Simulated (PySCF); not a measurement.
**Cost of excited-state runs on Acetylene (SMILES C#C)**

Numbering as in the mapped SMILES `[CH:1]#[CH:2]`. Hydrogens are named by the atom that carries them.

PySCF with density fitting, on 1 thread of an Arm Neoverse V1, shared host. Command: `OMP_NUM_THREADS=1 python excited_run.py task.json out`

(1) How long does each of these runs take, and how much memory?
- vibronic structure, PBE0/def2-TZVP; full response; with frequencies; grid level 1; writes grids
- excited-state relaxation, PBE0/def2-TZVP; state T1; TDA; grid level 1
- excited-state relaxation, PBE0/def2-TZVP; state S1; TDDFT; with frequencies; grid level 1; writes grids
- excited-state relaxation, PBE0/def2-TZVP; state T1; UKS; with frequencies; grid level 1

Results:

(1) 
| run | level | basis functions | wall time | peak memory (GiB) |
| --- | --- | --- | --- | --- |
| vibronic structure | PBE0/def2-TZVP | 74 | 2.2 s | 0.38 |
| excited-state relaxation | PBE0/def2-TZVP | 74 | 11 s | 0.38 |
| excited-state relaxation | PBE0/def2-TZVP | 74 | 48 s | 0.38 |
| excited-state relaxation | PBE0/def2-TZVP | 74 | 24 s | 0.38 |

Times from a shared host are rough.
